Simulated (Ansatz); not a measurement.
The first iterations of a band of C4H7N (12 atoms, charge 0, multiplicity 1).

These are results of RKS PBE0/def2-SVP (Ansatz), not measurements.

```json
{
  "movable images": "5",
  "climbing image": "yes",
  "spring": "5.0 eV/Å²",
  "optimiser": "lbfgs",
  "start path": "through a guess of the saddle point",
  "force threshold": "0.05 eV/Å",
  "iteration limit": "60",
  "end points": "relaxed",
  "largest step": "0.5 Å"
}
```

Initial state:

```xyz
12
Properties=species:S:1:pos:R:3
C -1.805 0.413 0.589
C -0.490 0.332 0.823
C 0.518 -0.156 -0.129
C 1.779 -0.397 0.293
N 0.077 -0.403 -1.420
H -2.492 0.793 1.349
H -2.247 0.077 -0.354
H -0.095 0.642 1.795
H 2.044 -0.268 1.343
H 2.554 -0.760 -0.387
H -0.578 0.282 -1.781
H 0.812 -0.607 -2.087
```

Final state:

```xyz
12
Properties=species:S:1:pos:R:3
C -1.765 0.593 0.555
C -0.519 0.199 0.848
C 0.523 -0.133 -0.132
C 1.801 -0.300 0.275
N 0.123 -0.194 -1.459
H -2.487 0.818 1.343
H -2.099 0.733 -0.477
H -0.214 0.110 1.895
H 2.071 -0.150 1.320
H 2.601 -0.547 -0.428
H -0.781 -0.629 -1.608
H 0.823 -0.555 -2.097
```

| iteration | highest image above the first end (eV) | largest band force component (eV/Å) |
| --- | --- | --- |
| 1 | 0.718 | 5.688 |
| 2 | 0.480 | 4.822 |
| 3 | 0.179 | 1.065 |
| 4 | 0.147 | 0.991 |
| 5 | 0.100 | 0.704 |
| 6 | 0.082 | 0.879 |
| 7 | 0.078 | 0.945 |
| 8 | 0.076 | 0.956 |
| 9 | 0.076 | 1.038 |
| 10 | 0.075 | 1.061 |
| 11 | 0.076 | 1.145 |
| 12 | 0.076 | 1.179 |

Q: Does the band converge within its limit, and where does its top end?

A: It converged. It ended after 37 iterations with the highest image 0.062 eV above the first end. Another band between the same ends (5 images) ends at a top of the same energy, where a vibrational analysis finds 1 clearly imaginary mode.

Time of the run: 6.2 min on 2 threads of AMD EPYC 7B13 (Zen 3), on a shared host, peak memory 0.25 GiB.
